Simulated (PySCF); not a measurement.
**Computed NMR parameters against published values**

Geometry:
```
atom   x (Å)   y (Å)   z (Å)
  O1   1.982  -0.328  -0.912
  C2   1.523  -0.033   0.136
  F3   2.368   0.203   1.190
  C4   0.129   0.139   0.541
  C5  -0.899  -0.756  -0.120
  C6  -0.834   0.674  -0.498
  H7  -0.010   0.418   1.576
  H8  -1.713  -1.105   0.497
  H9  -0.525  -1.484  -0.824
 H10  -1.601   1.348  -0.151
 H11  -0.416   0.926  -1.461
```

Measured values that the calculation should reproduce: δ ¹H H7 1.66 ppm (measured; solution, not stated per compound (mostly CDCl3 or CCl4); Pretsch, Buehlmann, Badertscher, Structure Determination of Organic Compounds, 4th ed. (2009)). Coupling constants: ³J(H7,H8) (cis) 8.0 Hz, ³J(H7,H9) (trans) 4.6 Hz, ²J(H8,H9) -4.5 Hz.

Calculated, not measured (PySCF): shielding tensors at PBE0/pcSseg-1 (GIAO), geometry from GFN2-xTB, J: B3LYP/pcJ-1 (spin–dipole term only in couplings to heteroatoms). Averaged over atoms made equivalent by symmetry, fast rotation or ring inversion, one conformer, no relativistic terms, in vacuum.

Question: What does the calculation give, and how does it compare?

Answer: 
Reference values: measured (solution, not stated per compound (mostly CDCl3 or CCl4); Pretsch, Buehlmann, Badertscher, Structure Determination of Organic Compounds, 4th ed. (2009)).
| atoms | quantity | reference | computed | computed, scaled |
| --- | --- | --- | --- | --- |
| H7 | δ ¹H | 1.66 | 1.65 | 1.64 |

Computed shifts are σ(ref) − σ with the named reference compound (TMS for H and C) calculated as an isolated molecule at the same level. The measured values may be among those fitted. Expected solution values come from regression of measured δ (H and C: mostly CDCl3, vs TMS) on computed σ: ¹H: δ = 30.01 − 0.943σ (rms 0.17 ppm, 504 shifts, 0.18 ppm with the 4 outliers that the fit left out). A few per cent of atoms miss by over 2 rms, more outside the fitted compound classes.

Coupling constants in Hz:
| coupling | reference | computed | source |
| --- | --- | --- | --- |
| ³J(H7,H8) cis | 8.0 | 9.0 | measured; solution (compiled); Pretsch, Buehlmann, Badertscher, Structure Determination of Organic Compounds, 4th ed., Springer 2009 |
| ³J(H7,H9) trans | 4.6 | 5.1 | measured; solution (compiled); Pretsch, Buehlmann, Badertscher, Structure Determination of Organic Compounds, 4th ed., Springer 2009 |
| ²J(H8,H9) | -4.5 | -5.7 | measured; solution (compiled); Pretsch, Buehlmann, Badertscher, Structure Determination of Organic Compounds, 4th ed., Springer 2009 |

4 of the 9 published NMR values on file for this molecule are compared.

Unscaled 3J(H,H) at this level run about 10 % above measured values. Vicinal couplings across rotatable single bonds and in flexible rings belong to the one computed conformer; a conformer average would change them.
